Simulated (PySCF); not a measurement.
Task: Write Cartesian coordinates for InChI=1S/C5H10O/c1-5(2,3)4-6/h4H,1-3H3 as optimised with PBE0-D3(BJ)/def2-SVP.

Result: 
```
atom  x, y, z in Å
C1    -0.3047   -1.4701    0.0217
C2    -0.0036    0.0308   -0.0668
C3    -0.7082    0.7664    1.0792
C4     1.4957    0.2949   -0.0535
C5    -0.6149    0.5349   -1.3615
O6    -0.0197    1.0679   -2.2571
H7     0.2058   -2.0287   -0.7779
H8    -1.3853   -1.6718   -0.0558
H9     0.0401   -1.8683    0.9887
H10   -0.5037    1.8477    1.0464
H11   -0.3543    0.3824    2.0486
H12   -1.8001    0.6231    1.0420
H13    1.9919   -0.2051   -0.8977
H14    1.7081    1.3705   -0.1400
H15    1.9435   -0.0745    0.8819
H16   -1.7250    0.3662   -1.4318
```

Orientation and origin are arbitrary. Atoms count from 1 in this order. Of the pairs four or more bonds apart, O6···H13 is among the closest relative to their van der Waals radii: 2.74 Å, 101 % of the sum of Bondi's values.

Bonds between heavy atoms (Å): C1–C2 1.533, C2–C3 1.533, C2–C4 1.522, C2–C5 1.518, C5=O6 1.200.

Theory: PBE0-D3(BJ)/def2-SVP geometry optimisation, gas phase in PySCF 2.14.0.

Point group: Cs (every atom within 0.08 Å of its image). Not checked by PBE0-D3(BJ)/def2-SVP frequencies.

Hardware: Arm Neoverse V2, one thread (shared host). Cost: 81 s of wall time, 0.59 GiB resident at most. This is the geometry optimisation.
